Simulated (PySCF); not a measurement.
# doublet [HNO2]+: levels of theory compared

Wanted: a comparison of 6 runs (U-r2SCAN/def2-TZVP, U-revPBE/def2-TZVP, UBLYP/def2-TZVP, UM06-L/def2-TZVP, UPBE/def2-TZVP, USVWN5/def2-TZVP) of doublet [HNO2]+. 

The results are computed with PySCF 2.14.0.

3 further runs of the same task are left out: 3 set aside as unsound or not needed.

## (1) The structure to begin with

[HNO2]+: 4 atoms, total charge +1, spin state doublet. As SMILES of the parent species, `O=NO`. The shape is that of a GFN2-xTB optimisation. That shape belongs to the parent species and isn't relaxed for this state.

Bond lengths: O1–N2 1.181 Å, N2–O3 1.392 Å, O3–H4 0.968 Å. Angles: O1–N2–O3 113.7°, N2–O3–H4 106.9°.

## (2) The energy at U-r2SCAN/def2-TZVP (run 1)

File calc.py:

```python
from pyscf import gto, dft

mol = gto.M(
    atom='O 0.424700 0.045690 1.471310; N 0.319310 -0.411420 0.387280; O -0.357270 0.415910 -0.505360; H -0.386730 -0.050180 -1.353230',
    basis='def2-tzvp',
    max_memory=1860,
    charge=1,
    verbose=4,
    spin=1,
)

mf = dft.UKS(mol)
mf.xc = 'r2scan'
mf.conv_tol = 1e-10
mf.grids.level = 5
mf.kernel()
if not mf.converged:
    mf = mf.newton().run(mf.mo_coeff, mf.mo_occ)

energy = mf.e_tot
print('E = %.10f Eh' % energy)
```

On the command line:

```bash
$ OMP_NUM_THREADS=1 python calc.py
```

What it wrote:

```text
PySCF version 2.14.0

[... 56 lines left out ...]
WARN: HOMO -0.288765404970334 >= LUMO -0.288765404970327
[... 62 lines left out ...]
converged SCF energy = -205.296642172611  <S^2> = 0.75725117  2S+1 = 2.0072381
E = -205.2966421726 Eh
```

Run time: 65 s. Hardware: 1 thread of Arm Neoverse V1, shared host; peak memory 0.55 GiB.

## (3) A single-point energy at U-revPBE/def2-TZVP (run 2)

File job.py:

```python
from pyscf import gto, dft

mol = gto.M(
    atom=[
    ('O', (0.424700, 0.045690, 1.471310)),
    ('N', (0.319310, -0.411420, 0.387280)),
    ('O', (-0.357270, 0.415910, -0.505360)),
    ('H', (-0.386730, -0.050180, -1.353230)),
],
    max_memory=1860,
    verbose=3,
    basis='def2-tzvp',
    charge=1,
    spin=1,
)

mf = dft.UKS(mol)
mf.xc = 'revpbe'
mf.grids.level = 5
mf.conv_tol = 1e-10
mf.kernel()
if not mf.converged:
    mf = mf.newton().run(mf.mo_coeff, mf.mo_occ)

e_final = mf.e_tot
print('E(%s) = %.9f' % ('REVPBE', e_final))
```

On the command line:

```bash
$ OMP_NUM_THREADS=1 python job.py
```

What it wrote:

```text
WARN: HOMO -0.27631247257299 >= LUMO -0.276312472572982

converged SCF energy = -205.356730207692  <S^2> = 0.75323699  2S+1 = 2.0032344
E(REVPBE) = -205.356730208
```

Wall time 22 s (1 thread of Arm Neoverse V1, shared host); peak memory 0.49 GiB.

## (4) The energy at UBLYP/def2-TZVP (run 3)

File start.xyz:

```xyz
4

O      0.424700     0.045690     1.471310
N      0.319310    -0.411420     0.387280
O     -0.357270     0.415910    -0.505360
H     -0.386730    -0.050180    -1.353230
```

File job.py:

```python
from pyscf import gto, dft

system = gto.Mole()
system.atom = 'start.xyz'
system.verbose = 3
system.spin = 1
system.max_memory = 1860
system.charge = 1
system.basis = 'def2-tzvp'
system.build()

calc0 = dft.UKS(system, xc='blyp')
calc0.conv_tol = 1e-10
calc0.grids.level = 5
calc0.kernel()
if not calc0.converged:
    calc0 = calc0.newton().run(calc0.mo_coeff, calc0.mo_occ)

energy = calc0.e_tot
print('E(%s) = %.9f' % ('BLYP', energy))
```

On the command line:

```bash
$ OMP_NUM_THREADS=1 python job.py
```

What it wrote:

```text
converged SCF energy = -205.386201491924  <S^2> = 0.75311796  2S+1 = 2.0031155
E(BLYP) = -205.386201492
```

Wall time 22 s (1 thread of Arm Neoverse V1, shared host); peak memory 0.49 GiB.

Runs 4 to 5 aren't shown in full; the table further down has their settings and results.

## (5) The energy at USVWN5/def2-TZVP (run 6)

File run.py:

```python
from pyscf import gto, dft

mol = gto.M(
    atom='O 0.424700 0.045690 1.471310; N 0.319310 -0.411420 0.387280; O -0.357270 0.415910 -0.505360; H -0.386730 -0.050180 -1.353230',
    charge=1,
    max_memory=1860,
    spin=1,
    basis='def2-tzvp',
    verbose=4,
)

ks = dft.UKS(mol)
ks.xc = 'svwn'
ks.conv_tol = 1e-10
ks.grids.level = 5
ks.kernel()
if not ks.converged:
    ks = ks.newton().run(ks.mo_coeff, ks.mo_occ)

etot = ks.e_tot
print('E = %.10f Eh' % etot)
```

On the command line:

```bash
$ OMP_NUM_THREADS=1 python run.py
```

What it wrote:

```text
PySCF version 2.14.0

[... 104 lines left out ...]
converged SCF energy = -203.902503814068  <S^2> = 0.75186687  2S+1 = 2.001866
E = -203.9025038141 Eh
```

Run time: 15 s. Hardware: 1 thread of Arm Neoverse V1, shared host; peak memory 0.33 GiB.

## (6) All runs side by side

```
run               level  energy (Eh)  HOMO energy (eV)  LUMO energy (eV)   ⟨S²⟩  wall time
  1  U-r2SCAN/def2-TZVP  -205.296642            -17.46            -15.08  0.757       65 s
  2  U-revPBE/def2-TZVP  -205.356730            -16.83            -15.23  0.753       22 s
  3     UBLYP/def2-TZVP  -205.386201            -16.83            -15.28  0.753       22 s
  4    UM06-L/def2-TZVP  -205.369832            -17.02            -15.01  0.755       61 s
  5      UPBE/def2-TZVP  -205.200521            -16.89            -15.33  0.753       22 s
  6    USVWN5/def2-TZVP  -203.902504            -16.95            -15.71  0.752       15 s
```

## (7) What came out

| quantity | value |
| --- | --- |
| run 6: total energy | -203.90250 Eh |
| run 6: HOMO energy (highest over α and β) | -16.95 eV |
| run 6: LUMO energy (lowest over α and β) | -15.71 eV |
| run 6: ⟨S²⟩ | 0.752 |

In words: Totals of different functionals can't be ranked against each other. All runs together took 3.4 min, the longest 65 s.
